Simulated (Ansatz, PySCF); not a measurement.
Species: dihydrogen, H₂, net charge 0, singlet state. SMILES: [H][H]
Structure (B3LYP-D3(BJ)/def2-TZVP (Ansatz, an electronic-structure program) minimum search):
```xyz
2

H      0.0000     0.0000    -0.3720
H      0.0000     0.0000     0.3720
```
Charge 0, spin multiplicity 1.

BP86/def2-SVP beside other levels, property by property. Terms: non-relativistic; atomisation electronic, to ground-state atoms; frozen cores in correlated levels; no spin-orbit coupling; open shells spin-unrestricted. Basis-set limits of correlation are two-point, X^-3; Hartree-Fock from the larger set (for Q and 5 zeta extrapolated as (X+1)exp(-9√X)). First-principles rows: single points at B3LYP-D3(BJ) geometries (Ansatz), with unscaled harmonic terms from B3LYP/6-31G* at its own minima, enthalpies of formation by atomisation with measured atoms.

Measured values: Active Thermochemical Tables 1.112 (ions: stationary electron), as tabulated in the package chemicals; they hold spin-orbit and core effects, anharmonicity. Coupled cluster (Ansatz) is a level with limits of its own, used here on species with T1 under 0.025 (0.045 for open shells) and stable references: CCSD(T)/CBS(cc-pVQZ,cc-pV5Z).

```json
[
 {"property": "atomisation energy (kcal/mol)", "BP86/def2-SVP (PySCF)": "109.0", "HF/3-21G (Ansatz)": "81.9", "M06-2X/def2-TZVPD (PySCF)": "108.1", "wB97M-V/def2-TZVPD (Ansatz)": "108.3", "to compare with": "109.5 coupled cluster"},
 {"property": "enthalpy of formation at 298 K (kcal/mol)", "BP86/def2-SVP (PySCF)": "0.6", "HF/3-21G (Ansatz)": "27.8", "M06-2X/def2-TZVPD (PySCF)": "1.6", "wB97M-V/def2-TZVPD (Ansatz)": "1.4", "to compare with": "0.0 measured"},
 {"property": "H-H bond dissociation enthalpy at 298 K, to H atom + H atom (kcal/mol)", "BP86/def2-SVP (PySCF)": "103.6", "HF/3-21G (Ansatz)": "76.4", "M06-2X/def2-TZVPD (PySCF)": "102.6", "wB97M-V/def2-TZVPD (Ansatz)": "102.8", "to compare with": "104.2 measured"}
]
```

As the rows show:
- atomisation energy: BP86/def2-SVP lies 0.5 kcal/mol below coupled cluster.
- enthalpy of formation at 298 K: BP86/def2-SVP lies 0.6 kcal/mol above the measured value.
- H-H bond dissociation enthalpy at 298 K, to H atom + H atom: BP86/def2-SVP lies 0.6 kcal/mol below the measured value.

The properties are those with a value to compare with, at most eight drawn at random. No case is left out for the size of its miss. Left out are saddle points of the reference geometry, anions that the best level run finds unbound, excited spin states, species near biochemistry, cases with under five habitual levels, runs that failed or whose electronic state is in doubt, and table entries that another table contradicts.
